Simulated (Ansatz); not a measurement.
We consider fcc Ir, described by PBEsol+SOC in Ansatz (plane waves, PAW).

Settings: plane-wave cutoff 520 eV, 24×24×24 k mesh, Fermi–Dirac smearing 0.05 eV, PAW data made under PBE.

Pressure at four volumes; x = ln(V/14.073 Å³). One pressure is withheld.

| V (Å³/atom) | x | P (GPa) |
|---|---|---|
| 13.228 | -0.0619 | 27.46 |
| 14.073 | 0.0000 | -0.02 |
| 14.636 | 0.0392 | -13.49 |
| 14.917 | 0.0582 | ? |

Problem. Pass a parabola P(x) through the three rows shown, estimate the bulk modulus and its pressure derivative near zero pressure, and predict the withheld pressure.

Solution. Slopes between the rows: (-0.02 − (27.46))/(0.0000 − (-0.0619)) = -443.94 and (-13.49 − (-0.02))/(0.0392 − (0.0000)) = -343.62 GPa. Their difference over the span 0.1011 is c = 100.32/0.1011 = 992.3 GPa, so P(x) = 27.46 + (-443.94)(x − (-0.0619)) + 992.3 (x − (-0.0619))(x − (0.0000)). At the middle row B = −dP/dx = −[-443.94 + 992.3 × 0.0619] = 382.5 GPa, and B′ = dB/dP = 2c/B = 5.2. At x = 0.0582 the parabola gives -18.92 GPa; the run gives -19.08 GPa. The Birch–Murnaghan fit to the energies at all volumes has B0 = 380 GPa and B′ = 5.1.

Measured, for comparison: bulk modulus 365 GPa (corrected for temperature and zero-point phonon effects; as tabulated in Levämäki et al. (2014), arXiv:1402.3671). Computed (rounded) less measured: bulk modulus +4 %.

Ansatz is a program for electronic structure.
